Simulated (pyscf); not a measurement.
`[OH][Si]([OH])([OH])[OH]` + `[F][CH2][F]` → `[OH][Si]([OH])([OH])[CH]([F])[F]` + `[OH2]`, a four-centre exchange (singlet surface; O–Si, C–H broken, C–Si, H–O formed). Optimised with ωB97X-D3(BJ)/def2-SVP in PySCF. Energies in kcal/mol from the separated reactants.

Small-basis levels: PySCF, no dispersion term, spherical d functions. AM1 to PM7: differences of heats of formation from MOPAC, which are fitted to 298 K values and so differ in kind from electronic energies by zero-point and thermal terms. Cost: rough CPU time at the saddle relative to B3LYP/6-31G*, from one job on a shared machine.

```json
[
 {"level": "HF/STO-3G", "barrier": "80.7", "reaction energy": "+27.0", "cost": "0.05"},
 {"level": "BP86/6-31G*", "barrier": "62.6", "reaction energy": "+33.4", "cost": "2"},
 {"level": "B3LYP/LANL2DZ", "barrier": "63.9", "reaction energy": "+27.9", "cost": "0.7"},
 {"level": "M06-2X/6-31G*", "barrier": "67.4", "reaction energy": "+36.6", "cost": "3"},
 {"level": "B3LYP/6-311+G**", "barrier": "72.0", "reaction energy": "+30.9", "cost": "2"},
 {"level": "PBE/def2-SVP", "barrier": "55.3", "reaction energy": "+31.4", "cost": "2"},
 {"level": "PM7", "barrier": "72.4", "reaction energy": "+0.6", "cost": "under 0.02"},
 {"level": "ωB97M-D3(BJ)/def2-TZVP", "barrier": "68.5", "reaction energy": "+34.9", "cost": "–"}
]
```

Against the last row the barrier runs from -13.2 (PBE/def2-SVP) to +12.2 kcal/mol (HF/STO-3G). ωB97M-D3(BJ)/def2-TZVP has limits of its own. On the reactant side the descent ends in a complex (not fully relaxed), 5.0 kcal/mol under the separated species and 74.0 kcal/mol under the saddle at ωB97X-D3(BJ)/def2-TZVP. On the product side the descent ends in an adduct with a O–Si contact (not fully relaxed), 0.5 kcal/mol under the separated species and 35.5 kcal/mol under the saddle at ωB97X-D3(BJ)/def2-TZVP. What is counted as broken (O–Si) persists as a longer contact in the product adduct; parting that adduct is a step of its own. This is the saddle that the search found; another between the same sides may lie lower.
